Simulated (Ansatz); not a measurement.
**AlSiH5: up Jacob's ladder to CCSD(T)**

An exercise on one series of results from a longer session: the logs are not shown, and one member is left open.

Program: Ansatz 0.2.0, Gaussian basis. Level of theory: functionals in def2-TZVPP, the program's frozen cores in correlated methods. These are calculated values, not measurements.

Levels to be run: LDA (SPW92), PBE-D4, revPBE-D4, BLYP-D4, r2SCAN-D4, B97M-V, PBE0-D4, B3LYP-D4, r2SCANh-D4, r2SCAN0-D4, HSE06-D4, BHLYP-D4, CAM-B3LYP-D4, LC-ωPBE, ωB97X-V, ωB97M-V, B2PLYP, PBE-QIDH; CCSD(T)/def2-SVP; CCSD(T)/def2-TZVPP; CCSD(T)/def2-QZVPP; extrapolation to the limit; RPA on PBE.

## The relaxed structure

An earlier PBE0-D4 in a triple-zeta def2 set relaxation fixed the geometry.

SMILES `[AlH2][SiH3]`, 7 atoms, charge 0, spin multiplicity 1.

Atoms are counted from 1 here; the program's logs count them from 0.

Bond lengths: Al1–Si2 2.457 Å, Al1–H3 1.589 Å, Al1–H4 1.589 Å, Si2–H5 1.492 Å, Si2–H6 1.492 Å, Si2–H7 1.490 Å. Angles: Si2–Al1–H3 121.5°, Si2–Al1–H4 119.5°, H3–Al1–H4 118.9°, Al1–Si2–H5 110.6°, Al1–Si2–H6 110.7°, Al1–Si2–H7 113.4°, H5–Si2–H6 106.8°, H5–Si2–H7 107.5°, H6–Si2–H7 107.5°.

The first run:

File in.yaml:

```yaml
crystal:
  periodic: [false, false, false]
  atoms:
    - {symbol: Al, position_ang: [-0.333187, -1.372678, 0.083546]}
    - {symbol: Si, position_ang: [0.285410, 1.000263, -0.064778]}
    - {symbol: H, position_ang: [0.695405, -2.468676, 0.597521]}
    - {symbol: H, position_ang: [-1.793709, -1.829919, -0.343694]}
    - {symbol: H, position_ang: [0.135835, 1.494835, -1.464906]}
    - {symbol: H, position_ang: [-0.614899, 1.833144, 0.785503]}
    - {symbol: H, position_ang: [1.686345, 1.274932, 0.361209]}
basis:
  gaussian: {orbitals: def2-TZVPP}
hamiltonian: {xc: lda}
output: {orbitals: {seedname: orbitals}}
```

Run with:

```console
$ ansatz run in.yaml --threads 2 --pin off --events-out ev --progress --plain --max-ram 32768MiB --backend cpu
```

Steps of the session up to this table: LDA; PBE-D4 (GGA); revPBE-D4 (GGA); BLYP-D4 (GGA); r2SCAN-D4 (meta-GGA); B97M-V (meta-GGA); PBE0-D4 (hybrid); B3LYP-D4 (hybrid); r2SCANh-D4 (hybrid); r2SCAN0-D4 (hybrid); HSE06-D4 (hybrid); BHLYP-D4 (hybrid); CAM-B3LYP-D4 (range-separated); LC-ωPBE (range-separated); ωB97X-V (range-separated); ωB97M-V (range-separated); B2PLYP (double hybrid); PBE-QIDH (double hybrid).

One of the session's tables, all rows but one given; the rest of the session is left out.

It belongs to the step «Orbital energies across the functionals». 

| functional | HOMO (eV) | LUMO (eV) | gap (eV) |
| --- | --- | --- | --- |
| LDA (SPW92) | -6.61 | -3.09 | 3.52 |
| PBE-D4 | -6.55 | -2.88 | 3.66 |
| revPBE-D4 | -6.52 | -2.79 | 3.73 |
| BLYP-D4 | -6.41 | -2.75 | 3.66 |
| r2SCAN-D4 | -6.79 | -2.62 | 4.17 |
| B97M-V | -6.89 | -2.86 | 4.02 |
| PBE0-D4 | -7.62 | -2.12 | 5.50 |
| B3LYP-D4 | -7.42 | -2.31 | 5.12 |
| r2SCANh-D4 | ? | ? | ? |
| r2SCAN0-D4 | -7.77 | -1.97 | 5.80 |
| HSE06-D4 | -7.22 | -2.49 | 4.74 |
| BHLYP-D4 | -8.59 | -1.32 | 7.26 |
| CAM-B3LYP-D4 | -8.88 | -1.16 | 7.72 |
| LC-ωPBE | -10.19 | -0.08 | 10.11 |
| ωB97X-V | -9.87 | -0.19 | 9.67 |
| ωB97M-V | -9.61 | -0.48 | 9.13 |

Estimate the missing values for r2SCANh-D4.

Worked estimate for «HOMO (eV)». Against the share of exact exchange, r2SCAN-D4 (0, -6.79), r2SCAN0-D4 (0.25, -7.77) give a slope of -3.92 per unit share; at 0.1 the line stands at -7.18.

As computed: HOMO (eV): -7.18; LUMO (eV): -2.35; gap (eV): 4.83. In «HOMO (eV)» the line misses by 0.00.
